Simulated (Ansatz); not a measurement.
`BBCl` + H₂S → `SBCl` + BH₃ at 600 K and 1 bar (cleavage of the B–B bond).

Gas-phase electronic energies from Ansatz, PBE0-D4/def2-TZVP geometries. CCSD(T)/CBS adds triple-zeta CCSD(T) − MP2 to the extrapolated MP2 energy (def2 sets, frozen cores). This one scheme is used for every species. One conformer a species, not always the lowest.

| species | CCSD(T)/CBS energy (Eh) | H − E (kJ/mol) | S (J/(mol·K)) |
| --- | --- | --- | --- |
| `BBCl` | -511.15624 | 124.8 | 335.0 |
| H₂S | -398.97279 | 60.8 | 230.9 |
| `SBCl` | -883.61129 | 96.4 | 327.7 |
| BH₃ | -26.55200 | 91.5 | 217.3 |

H − E and S are ideal-gas, rigid-rotor, harmonic terms from PBE0-D4/def2-TZVP, for one conformer and one mirror image of each species. 1 Eh = 2625.50 kJ/mol, R = 8.31446 J/(mol·K).

By hand: ΔE, ΔH, ΔS and ΔG.

ΔE = (-883.61129) + (-26.55200) − (-511.15624) − (-398.97279) = -0.03426 Eh = -89.9 kJ/mol. Δ(H − E) = 96.4 + 91.5 − 124.8 − 60.8 = 2.3, so ΔH = -87.6 kJ/mol. ΔS = 327.7 + 217.3 − 335.0 − 230.9 = -20.9 J/(mol·K). ΔG = -87.6 − 600 × (-20.9)/1000 = -75.1 kJ/mol.

By hand: the equilibrium constant, and the temperature at which ΔG would vanish if ΔH and ΔS stayed fixed.

log₁₀ K = −ΔG/(RT ln 10) = 6.5. ΔG = 0 at ΔH/ΔS = 4191 K, far beyond where these terms or the molecules hold.

ΔH outweighs TΔS. A doubt of 5 kJ/mol in ΔE shifts log₁₀ K by 0.4 here. Other conformers and mirror images would add mixing entropy, several J/(mol·K) or more a flexible species. These are equilibria of isolated gas molecules and say nothing of rates. Largest T1 diagnostic: 0.013 (customary marks: 0.02 for closed shells, 0.045 for open ones).
